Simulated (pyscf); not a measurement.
Elementary routes open to HO–GaH–AsH₂ in the gas phase (singlet surface):
A. Ga–AsH₂ [singlet] + water (H₂O) (Ga–O, Ga–H broken; H–O formed)
B. HGa=AsH + water (H₂O) (As–H, Ga–O broken; H–O formed)

Single points on ωB97X-D3(BJ)/def2-SVP structures (PySCF, gas phase). MP2 and CC: frozen core, UHF for open shells. ΔMP2 is the change of the MP2 total energy from the triple- to the quadruple-zeta basis.

Rank the routes by free-energy barrier at 900 K, lowest first, for CCSD(T)/def2-TZVPP + ΔMP2(QZVPP) energies (ideal gas, 1 atm, RRHO with modes under 100 cm⁻¹ raised to 100, one conformer, R ln 2 for rigid chiral ones).

B (1.61 eV), A (2.45 eV)

Route B is the fastest of these, ahead of the next by 0.84 eV. The most stable products are those of A (ΔG = -0.07 eV), whose barrier is 0.84 eV higher: the kinetic and the thermodynamic product differ. At 298 K B is still the fastest. A: On the product side the descent ends in a bound adduct (not fully relaxed), 0.43 eV under the separated species and 1.86 eV under the saddle at ωB97X-D3(BJ)/def2-TZVP. B: On the product side the descent ends in an adduct with a Ga–O contact, 0.63 eV under the separated species and 0.58 eV under the saddle at ωB97X-D3(BJ)/def2-TZVP. Only these routes are compared; each barrier is that of the saddle found, and lower ones may exist. The CCSD(T) − MP2 part came from Ansatz, without density fitting, on the same reference. The frozen core leaves the outer d or s,p core shells of the metals and heavy elements correlated in the MP2 and CC values, and def2-TZVPP describes them poorly, which can shift differences by a few kcal/mol. Elements up to Kr have no core potential and no relativistic terms here.
